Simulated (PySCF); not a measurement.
Species: C₃H₂FN₂ (charge -1).
Atom-mapped SMILES: `[F:1][c:2]1[cH:3][n:4][n-:5][cH:6]1` (hydrogens: H7 on C3; H8 on C6)

The closed-shell ground state was solved at several levels (PySCF, density fitting, gas phase, non-relativistic). Geometry: PBE0-D3(BJ)/def2-SVP; no solvent, vibrations or thermal averaging. The geometry's basis has no diffuse functions, a weakness for an anion. No diffuse functions stand in pcJ-1, pcSseg-1 and pcSseg-2, which bears on an anion's orbital energies.

```tsv
level	basis functions	total energy (Eh)	HOMO (eV)	LUMO (eV)	gap (eV)
CAM-B3LYP/def2-SVPD	139	-324.5061	-2.53	5.59	8.12
B3LYP/pcJ-1	182	-324.8573	-0.71	6.48	7.19
PBE0/pcSseg-1	112	-324.4709	-0.97	6.78	7.75
```

Problem. Estimate the row for CAM-B3LYP/pcSseg-2, a basis of 244 functions; the other rows only guide the guess.

Solution. Total energy -324.8613 Eh, HOMO -2.50 eV, LUMO 5.75 eV, gap 8.25 eV.

Problem. Over all these levels, which gives the widest orbital gap and which the narrowest?

Solution. CAM-B3LYP/pcSseg-2 (range-separated hybrid) has the widest, 8.25 eV, and B3LYP/pcJ-1 (global hybrid, 20 % exact exchange) the narrowest, 7.19 eV. Functional and basis both differ between the two, so the spread mixes both effects.
